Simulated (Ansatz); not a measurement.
# C₂H₄O₂: how energies converge with the basis set

The task here is to estimate one member of a computed series from the others.

Program: Ansatz 0.2.0, Gaussian basis. Level of theory: one geometry, several basis sets. These are calculated values, not measurements.

Plan: PBE0-D4/def2-SVP; ωB97M-V/def2-SVP; PBE0-D4/def2-QZVPP; ωB97M-V/def2-QZVPP; the functionals' def2-TZVPP values are taken from earlier runs.

1 further run of the same task is left out (it didn't finish).

## The geometry

All runs share one geometry, relaxed beforehand with PBE0-D4 in a triple-zeta def2 set.

SMILES `O=CCO`, 8 atoms, charge 0, spin multiplicity 1.

Atoms are counted from 1 here; the program's logs count them from 0.

Bond lengths: O1–C2 1.203 Å, C2–C3 1.497 Å, C2–H5 1.108 Å, C3–O4 1.387 Å, C3–H6 1.102 Å, C3–H7 1.102 Å, O4–H8 0.969 Å. Angles: O1–C2–C3 121.7°, O1–C2–H5 121.6°, C3–C2–H5 116.7°, C2–C3–O4 112.2°, C2–C3–H6 107.5°, C2–C3–H7 107.6°, O4–C3–H6 111.6°, O4–C3–H7 111.6°, H6–C3–H7 106.0°, C3–O4–H8 105.9°.

The first run:

Input file in.yaml:

```yaml
crystal:
  periodic: [false, false, false]
  atoms:
    - {symbol: O, position_ang: [-0.677367, -0.184904, -1.577906]}
    - {symbol: C, position_ang: [0.186047, 0.291998, -0.889576]}
    - {symbol: C, position_ang: [0.244733, 0.041198, 0.584656]}
    - {symbol: O, position_ang: [-0.787922, -0.777195, 1.017465]}
    - {symbol: H, position_ang: [0.977612, 0.938928, -1.315777]}
    - {symbol: H, position_ang: [1.230793, -0.397059, 0.808131]}
    - {symbol: H, position_ang: [0.225157, 1.020398, 1.089617]}
    - {symbol: H, position_ang: [-1.306854, -0.990463, 0.227587]}
basis:
  gaussian: {orbitals: def2-SVP}
hamiltonian: {xc: pbe0, dispersion: d4}
output: {orbitals: {seedname: orbitals}}
```

Run with:

```sh
> ansatz run in.yaml --threads 2 --pin off --events-out ev --progress --plain --max-ram 4352MiB
```

Steps of the session up to this table: PBE0-D4 in def2-SVP; ωB97M-V in def2-SVP; PBE0-D4 in def2-QZVPP; ωB97M-V in def2-QZVPP.

One of the session's tables, all rows but one given; the rest of the session is left out.

It belongs to the step «Functionals by basis». 

| functional | basis | HOMO (eV) |
| --- | --- | --- |
| PBE0-D4 | def2-SVP | -8.00 |
| PBE0-D4 | def2-TZVPP | -8.16 |
| PBE0-D4 | def2-QZVPP | -8.19 |
| ωB97M-V | def2-SVP | ? |
| ωB97M-V | def2-TZVPP | -10.57 |
| ωB97M-V | def2-QZVPP | -10.61 |

Estimate the missing values for ωB97M-V, def2-SVP.

As computed: HOMO (eV): -10.43. In the column «HOMO (eV)» it lies between ωB97M-V, def2-TZVPP (-10.57) and PBE0-D4, def2-QZVPP (-8.19).
